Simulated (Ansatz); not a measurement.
Geometry optimisation, UKS B3LYP-D4/def2-SVP in Ansatz 0.2.0.

Input file:

```yaml
crystal:
  periodic: [false, false, false]
  atoms:
    - { symbol: B, position_ang: [-1.0e-05, -4.6e-05, -0.401143] }
    - { symbol: F, position_ang: [0.000548, 0.000635, 2.118664] }
    - { symbol: H, position_ang: [1.098209, -7.7e-05, -0.885672] }
    - { symbol: H, position_ang: [-1.098315, -7.7e-05, -0.885461] }
    - { symbol: F, position_ang: [-0.000432, -0.000435, 3.443612] }
magnetization:
  spin_polarized: true
  initial_magnetization: 1
basis:
  gaussian: { orbitals: def2-SVP }
hamiltonian:
  xc: b3lyp
  dispersion: d4
relax:
  f_tol: 0.03
  max_steps: 50
output:
  orbitals: {}
```

Launched with:

```bash
$ ansatz run input.yaml --threads 2 --pin off --max-ram 3072MiB --backend cpu --events-out ev --progress --plain --runs-dir out
```

Question: Where does it end, and by what steps?

Answer: The forces met the threshold. The force dipped under the threshold on the way, but the program's further checks kept it going. After 24 steps the energy has fallen by 5.960 eV; F2 moved furthest, 1.16 Å. Joined: B1–F2 (2.52 → 1.32 Å).

| step | energy less start (eV) | largest force component (eV/Å) | accepted |
| --- | --- | --- | --- |
| 0 | 0.0000 | 5.553 | yes |
| 1 | -0.3204 | 3.756 | yes |
| 2 | -1.1762 | 5.358 | yes |
| 3 | -2.7059 | 6.581 | yes |
| 4 | -4.4102 | 6.165 | yes |
| 5 | -5.7586 | 2.472 | yes |
| 6 | -5.8863 | 0.318 | yes |
| 7 | -5.8896 | 0.148 | yes |
| 8 | -5.8882 | 0.225 | no |
| 9 | -5.8901 | 0.015 | yes |
| 10 | -5.8903 | 0.012 | yes |
| 11 | -5.8904 | 0.004 | yes |
| 12 | -5.8904 | 0.002 | yes |
| 13 | -5.8904 | 0.011 | yes |
| 14 | -5.8904 | 0.032 | yes |
| 15 | -5.8849 | 0.659 | no |
| 16 | -5.8922 | 0.158 | yes |
| 17 | -5.8926 | 0.357 | yes |
| 18 | -5.8932 | 0.359 | yes |
| 19 | -5.9003 | 0.299 | yes |
| 20 | -5.9076 | 1.059 | yes |
| 21 | -5.9413 | 0.125 | yes |
| 22 | -5.9553 | 0.124 | yes |
| 23 | -5.9578 | 0.082 | yes |
| 24 | -5.9597 | 0.016 | yes |

```xyz
5
Properties=species:S:1:pos:R:3
B -0.123 -0.008 0.049
F -0.738 -0.058 1.221
H 1.081 0.021 0.033
H -0.827 0.005 -0.930
F 0.607 0.040 3.016
```

Run time: 43 s on 2 threads of Arm Neoverse V1, on a shared host, peak memory 0.12 GiB.
